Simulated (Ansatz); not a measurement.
```yaml
crystal:
  periodic: [false, false, false]
  atoms:
    - {symbol: C, position_ang: [-1.316755, -1.070596, 0.283043]}
    - {symbol: C, position_ang: [-0.327901, -0.112128, 0.852107]}
    - {symbol: C, position_ang: [0.593889, 0.526906, 0.168784]}
    - {symbol: C, position_ang: [1.471454, 1.126520, -0.525310]}
    - {symbol: N, position_ang: [2.366093, 1.769925, -1.079452]}
    - {symbol: H, position_ang: [-2.336652, -0.727594, 0.486736]}
    - {symbol: H, position_ang: [-1.189087, -1.188836, -0.792050]}
    - {symbol: H, position_ang: [-1.216710, -2.048753, 0.765196]}
    - {symbol: H, position_ang: [-0.393310, 0.058116, 1.928549]}
    - {symbol: H, position_ang: [2.432179, 1.615338, -2.084702]}
basis:
  gaussian: {orbitals: cc-pVTZ-DK}
total_charge: -1
magnetization: {spin_polarized: true, initial_magnetization: 1}
hamiltonian: {xc: {name: HF}}
correlation: {active_space: {window: {electrons: 6, orbitals: 2}}}
accuracy: high
```

```sh
$ ansatz run in.yaml --threads 2 --pin off --events-out ev --progress --plain --max-ram 4352MiB
```

Shortened log:

```
Error: invalid value for `correlation.active_space`: it starts from restricted Hartree–Fock orbitals; set hamiltonian.xc: hf without magnetization.spin_polarized
```
